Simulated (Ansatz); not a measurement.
The input, for Ansatz 0.2.0:

```yaml
crystal:
  periodic: [false, false, false]
  atoms:
    - {symbol: Ge, position_ang: [0.000000, 0.074941, 0.680367]}
    - {symbol: Na, position_ang: [0.000000, -0.310333, -2.185886]}
    - {symbol: H, position_ang: [0.000000, 1.677482, 0.824640]}
basis:
  gaussian: {orbitals: def2-TZVP}
magnetization: {spin_polarized: false}
correlation: {method: bccd_t, electrons: outside_noble_gas, diis_vectors: 2}
accuracy: high
scf: {lower_state_search: full}
output: {forces: true}
```

```sh
$ ansatz run in.yaml --threads 1 --pin off --events-out ev --progress --plain --max-ram 2393MiB
```

Output:

```
1325 factors; integrals over basis functions are off by at most 4.6e-9 eV
mean field evaluation 1: about -60891.9660 eV, gradient 6.8e0 eV
mean field evaluation 2: about -60891.9862 eV, gradient 6.8e0 eV
mean field evaluation 4: about -60892.2211 eV, gradient 6.6e-1 eV
mean field evaluation 8: about -60892.2241 eV, gradient 2.9e-3 eV
mean field evaluation 16: about -60892.1726 eV, gradient 1.9e0 eV
mean field evaluation 32: about -60890.8293 eV, gradient 5.2e-5 eV
mean field evaluation 64: about -60892.0762 eV, gradient 2.7e0 eV
mean field evaluation 96: about -60883.0809 eV, gradient 9.9e-3 eV
mean field evaluation 128: about -60883.8043 eV, gradient 2.1e-1 eV
mean field evaluation 160: about -60880.4328 eV, gradient 9.3e0 eV
...
mean field -60892.22405366 eV, -2237.7479597399 hartree, gradient 2.9e-8 eV, S^2 0.000000; 6 other end points of the search recorded, 0 dependent functions left out; unrestricted orbitals would lower it
...
determinant -60892.22405366 eV, -2237.7479597399 hartree, with singles and doubles -60895.67808221 eV, -2237.8748929482 hartree
determinant -60890.82933829 eV, -2237.6967048958 hartree, with singles and doubles -60894.51560654 eV, -2237.8321727552 hartree
19 core orbitals not correlated: weight in the atoms' cores, before any rotation towards them, 1.000 or more for the frozen orbitals, at most 0.000 for the correlated occupied ones
reference -60892.22405366 eV, -2237.7479597399 hartree; 3, 3 occupied and 64, 64 virtual orbitals, 1325 factors
second order -2.73810188 eV of doubles, -0.00000000 eV of singles
...
cycle  25  -3.39763103 eV  change   -5.1e-8 eV  update   2.3e-7
cycle  26  -3.39763085 eV  change    1.8e-7 eV  update   1.4e-7
cycle  27  -3.39763086 eV  change   -9.8e-9 eV  update   5.3e-8
cycle  28  -3.39763086 eV  change   -3.3e-9 eV  update   3.0e-8
cycle  29  -3.39763087 eV  change   -1.2e-8 eV  update   1.5e-8
cycle  30  -3.39763088 eV  change   -7.2e-9 eV  update   7.9e-9
cycle  31  -3.39763088 eV  change   -3.6e-9 eV  update   3.8e-9
cycle  32  -3.39763089 eV  change   -1.1e-9 eV  update   1.9e-9
cycle  33  -3.39763089 eV  change  -3.0e-10 eV  update  9.6e-10
cycle  34  -3.39763089 eV  change  -3.2e-11 eV  update  5.5e-10
perturbative correction -0.13138650 eV, -0.0048283649 hartree
the calculation of the forces begins
Total energy: -60895.75307104 eV, -2237.8776487369 hartree
Atom 0 at     0.000000     0.074941     0.680367 Å, force     0.000000    -0.031684     0.290010 eV/Å
Atom 1 at     0.000000    -0.310333    -2.185886 Å, force    -0.000000     0.079862    -0.115151 eV/Å
Atom 2 at     0.000000     1.677482     0.824640 Å, force    -0.000000    -0.048178    -0.174859 eV/Å
Dipole moment:     0.000000    -0.302047    -1.186486 e Å
```

Forces (eV/Å):
```
Ge   0.000 -0.032  0.290
Na   0.000  0.080 -0.115
H    0.000 -0.048 -0.175
```

Ran on 1 thread of Arm Neoverse V1, shared host: 24 s wall, 0.53 GiB peak host memory.
